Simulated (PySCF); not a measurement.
**AlCl2 (SMILES [Cl][Al][Cl]): UM06-2X/STO-3G**

Aim: the energy change on altering one bond length of AlCl2 at UM06-2X/STO-3G, from 2 runs. Input form: a Python script.

Program for the calculation: PySCF 2.14.0.

7 further runs of the same task are left out: 7 set aside as unsound or not needed.

**1. The structure to begin with**

AlCl2: 3 atoms, total charge 0, spin state doublet. SMILES: `[Cl][Al][Cl]`. The shape is that of a PBE0-D4/def2-TZVP optimisation.

Bond lengths: Cl1–Al2 2.102 Å, Al2–Cl3 2.102 Å. Angles: Cl1–Al2–Cl3 118.9°.

**2. A single-point energy at UM06-2X/STO-3G**

File geometry.xyz:

```xyz
3

Cl     1.374800     0.868300     0.838700
Al    -0.432100     0.520700    -0.177200
Cl    -0.953600    -1.453800    -0.674700
```

File job.py:

```python
from pyscf import gto, dft

system = gto.M(
    atom='geometry.xyz',
    spin=1,
    basis='sto-3g',
    max_memory=1860,
    verbose=4,
)

ks = dft.UKS(system)
ks.xc = 'm06-2x'
ks.conv_tol = 1e-10
ks.grids.level = 5
ks.kernel()
if not ks.converged:
    ks = ks.newton().run(ks.mo_coeff, ks.mo_occ)

etot = ks.e_tot
print('Final energy', etot)
```

Started as:

```sh
$ OMP_NUM_THREADS=1 python job.py
```

Standard output:

```text
PySCF version 2.14.0

[INPUT] num. atoms = 3
[INPUT] num. electrons = 47
[INPUT] charge = 0
[INPUT] spin (= nelec alpha-beta = 2S) = 1
[INPUT] symmetry False subgroup None
[INPUT] Mole.unit = angstrom
[INPUT] Symbol           X                Y                Z      unit          X                Y                Z       unit  Magmom
[INPUT]  1 Cl     1.374800000000   0.868300000000   0.838700000000 AA    2.597995476052   1.640849193960   1.584913300673 Bohr   0.0
[INPUT]  2 Al    -0.432100000000   0.520700000000  -0.177200000000 AA   -0.816550658425   0.983980393061  -0.334859469273 Bohr   0.0
[INPUT]  3 Cl    -0.953600000000  -1.453800000000  -0.674700000000 AA   -1.802042832385  -2.747283839893  -1.274998216244 Bohr   0.0

nuclear repulsion = 153.526194899035
number of shells = 15
number of NR pGTOs = 81
number of NR cGTOs = 27
basis = sto-3g
ecp = {}

******** <class 'pyscf.dft.uks.UKS'> ********
method = UKS
initial guess = minao
damping factor = 0
level_shift factor = 0
DIIS = <class 'pyscf.scf.diis.CDIIS'>
diis_start_cycle = 1
diis_space = 8
diis_damp = 0
SCF conv_tol = 1e-10
SCF conv_tol_grad = None
SCF max_cycles = 50
direct_scf = True
direct_scf_tol = 1e-13
number electrons alpha = 24  beta = 23
XC library pyscf.dft.libxc version 7.0.0
    S. Lehtola, C. Steigemann, M. J.T. Oliveira, and M. A.L. Marques.,  SoftwareX 7, 1–5 (2018)
XC functionals = m06-2x
    Y. Zhao and D. G. Truhlar.,  Theor. Chem. Acc. 120, 215 (2008)
    Y. Zhao and D. G. Truhlar.,  Theor. Chem. Acc. 120, 215 (2008)
radial grids:
    Treutler-Ahlrichs [JCP 102, 346 (1995); DOI:10.1063/1.469408] (M4) radial grids

becke partition: Becke, JCP 88, 2547 (1988); DOI:10.1063/1.454033
pruning grids: <function nwchem_prune>
grids dens level: 5
symmetrized grids: False
atomic radii adjust function: <function treutler_atomic_radii_adjust>
small_rho_cutoff = 0
Set gradient conv threshold to 1e-05
tot grids = 129144
init E= -1149.36743384292
[... the frontier-level lines of each cycle are left out ...]


cycle= 1 E= -1149.98269966957  delta_E= -0.615  |g|= 0.222  |ddm|= 1.67
cycle= 2 E= -1150.0286453183  delta_E= -0.0459  |g|= 0.139  |ddm|= 0.929
cycle= 3 E= -1150.04814198822  delta_E= -0.0195  |g|= 0.0124  |ddm|=  0.3
cycle= 4 E= -1150.04859917112  delta_E= -0.000457  |g|= 0.00188  |ddm|= 0.0816
cycle= 5 E= -1150.0486091306  delta_E= -9.96e-06  |g|= 0.000403  |ddm|= 0.0117
cycle= 6 E= -1150.04860967697  delta_E= -5.46e-07  |g|= 5.39e-05  |ddm|= 0.00296
cycle= 7 E= -1150.04860968506  delta_E= -8.1e-09  |g|= 6.57e-06  |ddm|= 0.000322
cycle= 8 E= -1150.04860968518  delta_E= -1.17e-10  |g|= 1.25e-06  |ddm|= 3.2e-05
cycle= 9 E= -1150.04860968519  delta_E= -5.91e-12  |g|= 2.8e-07  |ddm|= 6.15e-06
Extra cycle  E= -1150.04860968519  delta_E= -4.55e-13  |g|= 1.08e-07  |ddm|= 1.09e-06
converged SCF energy = -1150.04860968519  <S^2> = 0.75172445  2S+1 = 2.0017237
Final energy -1150.0486096851869
```

It took 6.6 s on 1 thread of Arm Neoverse V2, shared host; peak memory 0.24 GiB.

**3. The distorted shape at the same level**

File calc.py:

```python
from pyscf import gto, dft

system = gto.M(
    atom='''
Cl   1.479095   1.263183   0.938196
Al  -0.327805   0.915583  -0.077704
Cl  -0.953600  -1.453800  -0.674700
''',
    basis='sto-3g',
    spin=1,
    verbose=3,
    max_memory=1860,
)

myscf = dft.UKS(system)
myscf.xc = 'm06-2x'
myscf.grids.level = 5
myscf.conv_tol = 1e-10
myscf.kernel()
if not myscf.converged:
    myscf = myscf.newton().run(myscf.mo_coeff, myscf.mo_occ)

etot = myscf.e_tot
print('Final energy', etot)
```

Started as:

```sh
$ OMP_NUM_THREADS=1 python calc.py
```

Standard output:

```text
WARN: HOMO -0.212865630455731 >= LUMO -0.212865630455734

converged SCF energy = -1150.0117855131  <S^2> = 0.75547728  2S+1 = 2.0054698
Final energy -1150.0117855131011
```

Wall time 7.5 s (1 thread of Arm Neoverse V2, shared host); peak memory 0.24 GiB.

**4. Summary of results**

At UM06-2X/STO-3G:

| quantity | value |
| --- | --- |
| first shape: total energy | -1150.04861 Eh |
| first shape: dipole moment | 3.79 D |
| first shape: HOMO energy (highest over α and β) | -5.12 eV |
| first shape: LUMO energy (lowest over α and β) | 0.78 eV |
| first shape: ⟨S²⟩ | 0.752 |
| distorted shape: total energy | -1150.01179 Eh |
| distorted shape: dipole moment | 4.74 D |
| distorted shape: HOMO energy (highest over α and β) | -5.70 eV |
| distorted shape: LUMO energy (lowest over α and β) | -0.43 eV |
| distorted shape: ⟨S²⟩ | 0.755 |
| energy change with the Al2–Cl3 bond stretched from 2.102 to 2.522 Å | 1.002 eV |

What this shows: With the Al2–Cl3 bond stretched from 2.102 to 2.522 Å the energy rises by 1.00 eV (23 kcal/mol). The first shape isn't relaxed at this level, so the change isn't measured from a minimum. The minimal basis adds a large error of its own. Mulliken charges (first shape) run from -0.44 on Cl1 to +0.87 on Al2; they depend strongly on the basis.
